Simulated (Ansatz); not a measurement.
A made-up structure of Al₂H₅S (charge +1), closed shell:

```xyz
8
angstrom
Al -0.8112 0.9468 -1.2762
Al -0.0642 0.6932 0.8849
S 0.2727 -1.6015 0.8275
H -0.3059 -0.1078 -2.5113
H -1.6830 2.0854 -1.1480
H 0.2701 1.2992 2.3057
H 0.8794 -1.9687 -0.4180
H 1.4420 -1.3467 1.3355
```

It is relaxed with PBE-D4/def2-SVP and then PBE0-D4/def2-TZVP (Ansatz 0.2.0). Atoms count as bonded within 1.22 times the sum of their covalent radii (H–H: 0.88 Å). The end point is not checked to be a true minimum.

Task: Does its bonding change? (A judgement: the text doesn't fix the answer.)

Result: By the calculation: No: no bond forms or breaks.

Where it ends: The first stage lowers the energy by 1.41 eV in 8 steps. It ends as Al₂H₅S ([AlH2][AlH][SH2]), total charge +1:
Al1  (-1.012, 1.204, -1.540)
Al2  (-0.025, 0.623, 0.833)
S3  (0.475, -1.778, 1.103)
H4  (-0.474, 0.266, -2.687)
H5  (-2.036, 2.393, -1.601)
H6  (0.413, 1.065, 2.281)
H7  (0.986, -2.087, -0.105)
H8  (1.673, -1.685, 1.715)
(Å)

Labels in which every atom is bracketed show which atoms are joined, not bond orders.

For scale, one of the runs: PBE0-D4/def2-TZVP relaxation, 141 basis functions, launched by `ansatz run in.yaml --threads 2 --pin off --events-out ev --progress --plain --max-ram 4352MiB`. The run took about 9 s on 2 CPU threads of an AMD EPYC 9R45 (shared host).
